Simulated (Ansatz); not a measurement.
**SiH₅ (doublet): the correlation ladder at distance Si1–H5 along a hydrogen transfer = 1.485 Å, cc-pVTZ**

Aim: climb from Hartree-Fock through coupled cluster and multireference methods for SiH₅ (doublet) at one geometry and basis, and see what each rung misses.

Method: cc-pVTZ, core rule «outside noble gas», up to 5 orbitals frozen; program: Ansatz 0.2.0, Gaussian basis.

To be run: UHF; CCSD(T) on ROHF; CCSD(T) on UHF; BCCD(T) on ROHF; CISD; CCSDT(Q) on ROHF; CCSDT(Q) on UHF; CASSCF and NEVPT2, 3 electrons in 3 orbitals; CASSCF and NEVPT2, 9 electrons in 9 orbitals.

### 1 The system

The geometry derives from fragments relaxed apart (PBE0/def2-TZVP) and kept rigid, so it is no stationary point. A hydrogen atom is moved between rigid fragments.

6 atoms, charge 0, spin multiplicity 2.

Atoms are counted from 1 here; the program's logs count them from 0.

Bond lengths: Si1–H2 1.485 Å, Si1–H3 1.485 Å, Si1–H4 1.485 Å, Si1–H5 1.485 Å. Angles: H2–Si1–H3 109.5°, H2–Si1–H4 109.5°, H2–Si1–H5 109.5°, H3–Si1–H4 109.5°, H3–Si1–H5 109.5°, H4–Si1–H5 109.5°.

### 2 UHF

in.yaml

```yaml
crystal:
  periodic: [false, false, false]
  atoms:
    - {symbol: Si, position_ang: [-0.076983, 0.000000, 0.000000]}
    - {symbol: H, position_ang: [-0.571855, 1.399708, 0.000000]}
    - {symbol: H, position_ang: [-0.571855, -0.699854, 1.212183]}
    - {symbol: H, position_ang: [-0.571855, -0.699854, -1.212183]}
    - {symbol: H, position_ang: [1.407632, 0.000000, 0.000000]}
    - {symbol: H, position_ang: [2.453017, 0.000000, 0.000000]}
basis:
  gaussian: {orbitals: cc-pVTZ}
magnetization: {spin_polarized: true, initial_magnetization: 1}
hamiltonian: {xc: hf}
output: {orbitals: {seedname: orbitals}}
```

On the command line:

```bash
$ ansatz run in.yaml --threads 1 --pin off --events-out ev --progress --plain --max-ram 4096MiB --backend cpu
```

Further steps of the session: CCSD(T) on ROHF; CCSD(T) on UHF; BCCD(T) on ROHF; CISD; CCSDT(Q) on ROHF; CCSDT(Q) on UHF; CASSCF and NEVPT2, 3 electrons in 3 orbitals; CASSCF and NEVPT2, 9 electrons in 9 orbitals.

Before running them: what should the planned runs give, taken together? Wanted: UCCSDT(Q) below the RHF energy; RMP2 from UCCSDT(Q); UMP2 from UCCSDT(Q); RCCSD from UCCSDT(Q); RCCSD(T) from UCCSDT(Q); UCCSD(T) from UCCSDT(Q); RCCSDT(Q) from UCCSDT(Q); NEVPT2 pair from UCCSDT(Q); NEVPT2 valence from UCCSDT(Q).

The runs gave:

```
                         quantity                                                   value
   UCCSDT(Q) below the RHF energy                                              -5.3726 eV
              RMP2 from UCCSDT(Q)                                             +1053.1 meV
              UMP2 from UCCSDT(Q)                                             +1051.5 meV
             RCCSD from UCCSDT(Q)                                              +155.9 meV
          RCCSD(T) from UCCSDT(Q)                                               +28.2 meV
          UCCSD(T) from UCCSDT(Q)                                               +28.3 meV
         RCCSDT(Q) from UCCSDT(Q)                                                +0.5 meV
       NEVPT2 pair from UCCSDT(Q)                                             +1080.1 meV
    NEVPT2 valence from UCCSDT(Q)                                             +1132.1 meV
levels within 1 kcal/mol (43 meV)  RCCSD(T), UCCSD(T), BCCD(T), RCCSDT, UCCSDT, RCCSDT(Q)
                    T1 diagnostic                                                   0.024
   effectively unpaired electrons                                                    1.01
```

In words: RCCSD(T) misses by +28.2 meV, 0.5 % of the correlation energy. One determinant dominates. Of the multireference levels listed NEVPT2 pair comes nearest in total energy (+1080.1 meV), which doesn't show that its space is the better one. These misses are within one basis, not against nature; the frozen cores of restricted and unrestricted runs differ, which can shift their rows.
